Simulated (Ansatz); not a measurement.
**C2H2ClFS: small, medium and large basis sets**

One table from this session's results is given with a row withheld; the runs are named, their logs left out.

Program: Ansatz 0.2.0, Gaussian basis. Level of theory: one geometry, several basis sets. These are calculated values, not measurements.

The runs, in order: PBE0-D4/def2-SVP; ωB97M-V/def2-SVP; PBE0-D4/def2-QZVPP; ωB97M-V/def2-QZVPP; the functionals' def2-TZVPP values are taken from earlier runs.

**The relaxed structure**

All runs share one geometry, relaxed beforehand with PBE0-D4 in a triple-zeta def2 set.

SMILES `FC(Cl)C=S`, 7 atoms, charge 0, spin multiplicity 1.

Atoms are counted from 1 here; the program's logs count them from 0.

Bond lengths: F1–C2 1.357 Å, C2–Cl3 1.779 Å, C2–C4 1.495 Å, C2–H6 1.089 Å, C4–S5 1.600 Å, C4–H7 1.092 Å. Angles: F1–C2–Cl3 109.1°, F1–C2–C4 109.9°, F1–C2–H6 109.7°, Cl3–C2–C4 107.5°, Cl3–C2–H6 107.8°, C4–C2–H6 112.8°, C2–C4–S5 123.6°, C2–C4–H7 113.5°, S5–C4–H7 122.9°.

Geometry (Å):

```csv
atom,x (Å),y (Å),z (Å)
F1,-1.2998,-0.8039,0.7575
C2,-0.3378,-0.5151,-0.1556
Cl3,0.8936,-1.7990,-0.1280
C4,0.3396,0.7671,0.2078
S5,0.5702,1.9693,-0.8220
H6,-0.7729,-0.4934,-1.1536
H7,0.6682,0.8070,1.2483
```

Set-up of the first run:

Input file in.yaml:

```yaml
crystal:
  periodic: [false, false, false]
  atoms:
    - {symbol: F, position_ang: [-1.299813, -0.803912, 0.757473]}
    - {symbol: C, position_ang: [-0.337775, -0.515076, -0.155565]}
    - {symbol: Cl, position_ang: [0.893643, -1.798965, -0.128031]}
    - {symbol: C, position_ang: [0.339648, 0.767085, 0.207802]}
    - {symbol: S, position_ang: [0.570173, 1.969290, -0.821989]}
    - {symbol: H, position_ang: [-0.772883, -0.493390, -1.153647]}
    - {symbol: H, position_ang: [0.668208, 0.806969, 1.248256]}
basis:
  gaussian: {orbitals: def2-SVP}
hamiltonian: {xc: pbe0, dispersion: d4}
output: {orbitals: {seedname: orbitals}}
```

On the command line:

```bash
$ ansatz run in.yaml --threads 2 --pin off --events-out ev --progress --plain --max-ram 4352MiB
```

Among the steps run: PBE0-D4 in def2-SVP; ωB97M-V in def2-SVP; PBE0-D4 in def2-QZVPP; ωB97M-V in def2-QZVPP.

One of the session's tables, all rows but one given; the rest of the session is left out.

It belongs to the step «Density functionals: the series». 

```
functional       basis  HOMO (eV)  LUMO (eV)
   PBE0-D4    def2-SVP          ?          ?
   PBE0-D4  def2-TZVPP      -7.24      -3.06
   PBE0-D4  def2-QZVPP      -7.28      -3.10
   ωB97M-V    def2-SVP      -9.30      -0.62
   ωB97M-V  def2-TZVPP      -9.47      -0.85
   ωB97M-V  def2-QZVPP      -9.52      -0.93
```

Estimate the missing values for PBE0-D4, def2-SVP.

**Answer.** HOMO (eV): -7.10; LUMO (eV): -2.91. In the column «HOMO (eV)» it is the highest.
